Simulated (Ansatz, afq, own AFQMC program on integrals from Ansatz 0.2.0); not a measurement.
# Where AFQMC and coupled cluster stand for C⁻, quartet

A free C anion.

Basis aug-cc-pVDZ. Only valence electrons are correlated. Ansatz 0.2.0 and our own AFQMC program on the same integrals; the CISD trial comes from CCSD amplitudes, and released means the phaseless constraint is let go. Free AFQMC starts from the CCSD state and is never constrained. Its projection time is finite, and what remains of the start isn't in its error. Error bars are statistical, one sigma.

Determinant: UHF, the one that the program's search chose, which needn't be the lowest solution.

Full CI is exact in this basis; its frozen core comes from its own orbitals, which moves totals by up to a few meV.

Cautions: the released energies are still falling, so no released level is given (meV from the phaseless value at times in 1/Eh: -3 ± 5 at 0.24, -3 ± 4 at 0.50, -4 ± 5 at 1.00, -11 ± 4 at 1.50), though the last usable value meets full CI within the noise; full CI with its own frozen core.

* T1 diagnostic: 0.0222
* weight of the determinant in the CISD state: 0.933
* ⟨S²⟩ of the determinant: 3.757
* size of the correlated space: 5 electrons in 22 orbitals

Reference: full CI, correlation energy -2.797 eV. CCSDTQ lies 1.7 meV below full CI, in part by the other frozen core, which shifts every row alike, so rows that close can't be ranked against it.

```csv
level,E − E(reference) (kcal/mol),share of correlation (%)
HF,64.50,0.00
MP2,14.21,77.97
CCSD,2.42,96.24
CCSD(T),0.54,99.16
CCSDT,0.08,99.87
CCSDT(Q),-0.03,100.05
CCSDTQ,-0.04,100.06
ph-AFQMC/HF,1.03 ± 0.61,98.40
ph-AFQMC/CISD,0.33 ± 0.13,99.50
free AFQMC,0.20 ± 0.10,99.70
```

CCSDT and higher add their correlation energy to the determinant of the CCSD(T) run, since their own runs factorise the integrals more tightly (a shift of under 2 meV). Free projections are given only where their last times agree within the noise and don't stop above the reference; a slow remainder of the start can still hide under it. A walk keeps the symmetry of its determinant, which the program's search chose and which needn't be the lowest solution, so a lower state of the same spin and another symmetry isn't excluded.
